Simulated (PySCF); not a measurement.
# Protonation sites of methanethial

Molecule: methanethial, `C=S` (CH2S). Coordinates in Å; atoms count from 1 in this order:
```
C    -0.0972    0.0164   -0.2053
S     1.4532   -0.1948   -0.5688
H    -0.6785    0.8774   -0.5724
H    -0.6567   -0.6891    0.4297
```

Energies: ωB97X-D3(BJ)/def2-TZVP (PySCF, density fitting, integration grid level 2) on PBE0-D3(BJ)/def2-SVP structures. Zero-point and thermal terms (298.15 K, 1 bar) come from unscaled PBE0-D3(BJ)/def2-SVP harmonic frequencies, with soft modes damped to free rotors in the entropy.

| site | product | PA / kJ/mol | GB / kJ/mol |
| --- | --- | --- | --- |
| S2 (thiocarbonyl sulfur) | `C=[SH+]` | 782 | 753 |

PA is −ΔH and GB is −ΔG of B + H⁺ → BH⁺ in the gas phase.

Measured values (NIST Chemistry WebBook, evaluated or the median of agreeing entries): proton affinity (−ΔH) 760 kJ/mol (computed 782, difference 23); gas-phase basicity (−ΔG) 730 kJ/mol (computed 753, difference 22).

Structures, frequencies and single points took 53 s of wall time on 1 thread of Intel Xeon Platinum 8259CL @ 2.50GHz (shared host), launched as `OMP_NUM_THREADS=1 python redox_run.py task.json out`.

Differences come from unrounded values, so a last digit can differ from that of the printed terms.
